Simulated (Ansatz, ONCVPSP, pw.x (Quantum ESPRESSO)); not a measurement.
pw.x on bcc Hf: one setting changed

Potential: optimised norm-conserving Vanderbilt (ONCV), ONCVPSP 4.0.1.1 (patched build), PBEsol; core [Kr] 4d10 4f14, reference 5s2 5p6 5d2 6s2; waves: 5s+6s: rc 1.70 bohr, ncon 4, nbas 7, qcut 5.5 1/bohr, 2 projectors; 5p: rc 2.05 bohr, ncon 4, nbas 9, qcut 6.7 1/bohr, 2 projectors, debl 1 Ha; 5d: rc 2.80 bohr, ncon 4, nbas 8, qcut 5 1/bohr, 2 projectors, debl 2.5 Ha; local part: polynomial inside 1.30 bohr (lpopt 5, dvloc0 -1 Ha); core correction: none. In the p channel the program set the typed energies aside and used -1.308, 0.250 Ha.

The reference run (k-mesh 13³, cutoffs 90/360 Ry, Fermi–Dirac 0.01 Ry, mixing_beta 0.4, conv_thr 1e-9, no spin) gives -0.75 GPa at 21.370 Å³/atom, where all-electron LAPW gives 0.10 GPa. This run, with its own iteration cap, changes k-mesh points per axis to 6.

```
&control
  calculation='scf', prefix='x', pseudo_dir='./', outdir='./tmp', tstress=.true., disk_io='none'
/
&system
  ibrav=0, nat=1, ntyp=1, ecutwfc=90, ecutrho=360, nbnd=14,
  occupations='smearing', smearing='fd', degauss=0.01
/
&electrons
  conv_thr=1e-09, mixing_beta=0.4, electron_maxstep=60
/
ATOMIC_SPECIES
Hf 1.0 Hf.UPF
CELL_PARAMETERS angstrom
  -1.74816133 1.74816133 1.74816133
  1.74816133 -1.74816133 1.74816133
  1.74816133 1.74816133 -1.74816133
ATOMIC_POSITIONS crystal
Hf 0.0000 0.0000 0.0000
K_POINTS automatic
6 6 6 0 0 0
```

```bash
pw.x < Hf.scf.in > Hf.scf.out
```

How does the run end?

It converges in 6 iterations; the free energy moves by +18.4 meV/atom and the pressure by -0.01 GPa.

```
Message from routine setup:
     using ibrav=0 with symmetry is DISCOURAGED, use correct ibrav instead
     lattice parameter (alat)  =       5.7219  a.u.
     unit-cell volume          =     144.2119 (a.u.)^3
     number of electrons       =        12.00
     number of Kohn-Sham states=           14
     kinetic-energy cutoff     =      90.0000  Ry
     charge density cutoff     =     360.0000  Ry
     scf convergence threshold =      1.0E-09
     Exchange-correlation= PBESOL
     number of k points=    16  Fermi-Dirac smearing, width (Ry)=  0.0100
     iteration #  1     ecut=    90.00 Ry     beta= 0.40
     total energy              =     -99.40734014 Ry
     estimated scf accuracy    <       0.01445496 Ry
     iteration #  2     ecut=    90.00 Ry     beta= 0.40
     total energy              =     -99.40699338 Ry
     estimated scf accuracy    <       0.00259785 Ry
     iteration #  3     ecut=    90.00 Ry     beta= 0.40
     total energy              =     -99.40734468 Ry
     estimated scf accuracy    <       0.00008138 Ry
     iteration #  4     ecut=    90.00 Ry     beta= 0.40
     total energy              =     -99.40734970 Ry
     estimated scf accuracy    <       0.00000153 Ry
     iteration #  5     ecut=    90.00 Ry     beta= 0.40
     total energy              =     -99.40735026 Ry
     estimated scf accuracy    <       0.00000044 Ry
     iteration #  6     ecut=    90.00 Ry     beta= 0.40
     the Fermi energy is    14.8169 ev
!    total energy              =     -99.40735032 Ry
     estimated scf accuracy    <          3.6E-10 Ry
     smearing contrib. (-TS)   =      -0.00886073 Ry
     The total energy is F=E-TS. E is the sum of the following terms:
     one-electron contribution =     -22.20651917 Ry
     hartree contribution      =      14.01767277 Ry
     xc contribution           =     -11.89341826 Ry
     ewald contribution        =     -79.31622494 Ry
     convergence has been achieved in   6 iterations
          total   stress  (Ry/bohr**3)                   (kbar)     P=       -7.56
     Message from routine punch:
     Nothing written, as per user request (disk_io='none')
```

The run took about 3.2 s on one core of a shared host (Intel(R) Xeon(R) 6975P-C, 192 threads, 756 GiB, load 41).
